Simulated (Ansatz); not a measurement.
BiRu3: from a trial structure to a relaxed crystal

All numbers below come from DFT PBE, scalar-relativistic, plane waves, PAW in Ansatz. Cutoff 420 eV, Γ-centred k mesh, Gaussian smearing, no spin polarisation in the final step.

BiRu3 was placed on the Cu3Au (L1_2) structure type (Pm-3m, No. 221), with Bi in place of Au, Ru in place of Cu, at a guessed volume.

```
Bi Ru
1.0
     4.08339    0.00000    0.00000
     0.00000    4.08339    0.00000
     0.00000    0.00000    4.08339
Bi Ru
1 3
Cartesian
  0.0000 0.0000 0.0000
  0.0000 2.0417 2.0417
  2.0417 0.0000 2.0417
  2.0417 2.0417 0.0000
```

Cell and atoms relax at zero pressure; the relaxation can't lower the symmetry of the start. After a coarse first stage the cell is made exact in the group found at 0.06 Å.

Energies over the elements count from the elements' standard structures at the same level, with no empirical corrections.

(1) Which crystal results?

(2) What are its volume, energy, density and gap?

Answers

(1) It keeps Pm-3m (No. 221). The result has the Cu3Au (L1_2) structure. Conventional cell: a = 4.027 Å. Bi is coordinated by 12 Ru at 2.85 Å; around Ru lie 4 Bi at 2.85 Å and 8 Ru at 2.85 Å.

```
Bi Ru
1.0
     4.02691    0.00000    0.00000
     0.00000    4.02691    0.00000
     0.00000    0.00000    4.02691
Bi Ru
1 3
Direct
  0.00000 0.00000 0.00000
  0.00000 0.50000 0.50000
  0.50000 0.00000 0.50000
  0.50000 0.50000 0.00000
```

(2) The volume per atom is 16.33 Å³ and the density is 13.02 g/cm³. The energy over the elements is 0.65 eV/atom. The gap on the 12×12×12 mesh is 0 eV (a metal).

The final run used a 12×12×12 mesh on its 4-atom cell and 0.10 eV smearing. For metals, differences of a few meV/atom aren't resolved. Spin–orbit coupling is left out. A structure relaxed within its symmetry needn't be a true minimum.

Cost: 3 runs of about 0.94 core-minutes in all, on Intel Xeon Platinum 8488C (Sapphire Rapids) (shared hosts).